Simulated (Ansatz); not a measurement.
This geometry of BH2N (4 atoms, charge 0, multiplicity 1) is a first-order saddle point.

All numbers below come from Ansatz, RKS PBE-D4/def2-SVP.

```xyz
4
Properties=species:S:1:pos:R:3
B -0.978 -0.031 0.485
N 0.201 0.308 0.040
H -0.334 -0.934 -0.263
H 1.111 0.657 -0.262
```

(1) Which two structures does it join? (They come from a converged band through this point; their orientation in space is the band's.)

(2) How far does it lie above each of them?

Results:

(1) Bonds broken: B1–H3. Bonds formed: N2–H3.

Image 0:

```xyz
4
Properties=species:S:1:pos:R:3
B -0.402 -0.417 0.011
N 0.462 0.486 -0.009
H -1.227 -1.272 0.034
H 1.167 1.203 -0.037
```

Image 6:

```xyz
4
Properties=species:S:1:pos:R:3
B -1.000 0.540 0.662
N 0.052 -0.028 -0.035
H 0.020 -0.985 -0.405
H 0.928 0.474 -0.222
```

(2) 2.92 eV above the first and 1.01 eV above the second. This is the barrier of this one path; another mechanism may lie lower. The orbitals stay closed-shell, which can raise the energy where a bond breaks towards radicals; this wasn't checked here.

The run took 2.1 min on 1 thread of Intel(R) Xeon(R) Processor @ 2.50GHz (Skylake/Cascade Lake) (shared host), peak memory 0.093 GiB.
